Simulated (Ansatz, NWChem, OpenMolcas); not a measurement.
How methods differ on CH4Si (SMILES C[SiH])

CH4Si has 6 atoms, charge 0, and is taken as a singlet. SMILES: `C[SiH]`. The shape is that of a PBE0-D4/def2-TZVP optimisation.

Each level gives the vertical energy of the triplet above the singlet (eV). The values are calculated.

| level | kind | program | value (eV) | less CCSD(T)/def2-TZVP | CPU time (all runs) |
| --- | --- | --- | --- | --- | --- |
| HF/def2-TZVP | Hartree–Fock | NWChem | 0.64 | -0.67 | 51 s |
| SVWN5/def2-TZVP | LDA | OpenMolcas | 1.28 | -0.03 | 55 s |
| revPBE/def2-TZVP | GGA | OpenMolcas | 1.11 | -0.20 | 83 s |
| M06-L/def2-TZVP | meta-GGA | OpenMolcas | 1.27 | -0.04 | 1.7 min |
| BHLYP/def2-TZVP | global hybrid | OpenMolcas | 1.30 | -0.01 | 74 s |
| MP2/def2-TZVP | perturbation theory | NWChem | 1.17 | -0.14 | 80 s |
| CCSD(T)/def2-TZVP, open shells restricted | coupled cluster or CI | OpenMolcas | 1.31 | 0.00 | 65 s |
| FCI/STO-3G | exact in the basis | Ansatz | 1.59 | +0.28 | 7.3 s |

Differences are taken from CCSD(T)/def2-TZVP, open shells restricted for orientation; it has basis-set and higher-order errors of its own. The values span 0.64 to 1.59 eV. High-level rows in very small sets aren't better than simpler rows in larger ones. CPU times are rough (shared hosts, several kinds of processor and program).
